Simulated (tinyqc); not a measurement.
Worked calculation: extended Hueckel theory, for BH3+. The parameters take no account of the charge, which enters only through the electron count. One step of it, computed by the program tinyqc.

Problem. Wolfsberg-Helmholz matrix. H_ij = K' S_ij (H_ii + H_jj)/2 for i != j (the diagonal keeps H_ii), with K' = K + D^2 + D^4 (1 - K), D = (H_ii - H_jj)/(H_ii + H_jj), K = 1.75.

overlap S:
```
           1B 2s     1B 2px     1B 2py     1B 2pz      2H 1s      3H 1s      4H 1s
1B 2s   1.000000   0.000000   0.000000   0.000000   0.493156   0.493120   0.493120
1B 2px  0.000000   1.000000   0.000000   0.000000   0.534729  -0.267336  -0.267336
1B 2py  0.000000   0.000000   1.000000   0.000000   0.000000   0.463080  -0.463080
1B 2pz  0.000000   0.000000   0.000000   1.000000  -0.012235  -0.012234  -0.012234
2H 1s   0.493156   0.534729   0.000000  -0.012235   1.000000   0.095154   0.095154
3H 1s   0.493120  -0.267336   0.463080  -0.012234   0.095154   1.000000   0.095132
4H 1s   0.493120  -0.267336  -0.463080  -0.012234   0.095154   0.095132   1.000000
```

diagonal H_ii (eV): 1B 2s -15.200000, 1B 2px -8.500000, 1B 2py -8.500000, 1B 2pz -8.500000, 2H 1s -13.600000, 3H 1s -13.600000, 4H 1s -13.600000

K = 1.750000

Give: H.

Solution.

H (eV):
```
          1B 2s   1B 2px  1B 2py  1B 2pz    2H 1s    3H 1s    4H 1s
1B 2s   -15.200    0.000   0.000   0.000  -12.449  -12.448  -12.448
1B 2px    0.000   -8.500   0.000   0.000  -10.642    5.321    5.321
1B 2py    0.000    0.000  -8.500   0.000    0.000   -9.216    9.216
1B 2pz    0.000    0.000   0.000  -8.500    0.244    0.243    0.243
2H 1s   -12.449  -10.642   0.000   0.244  -13.600   -2.265   -2.265
3H 1s   -12.448    5.321  -9.216   0.243   -2.265  -13.600   -2.264
4H 1s   -12.448    5.321   9.216   0.243   -2.265   -2.264  -13.600
```
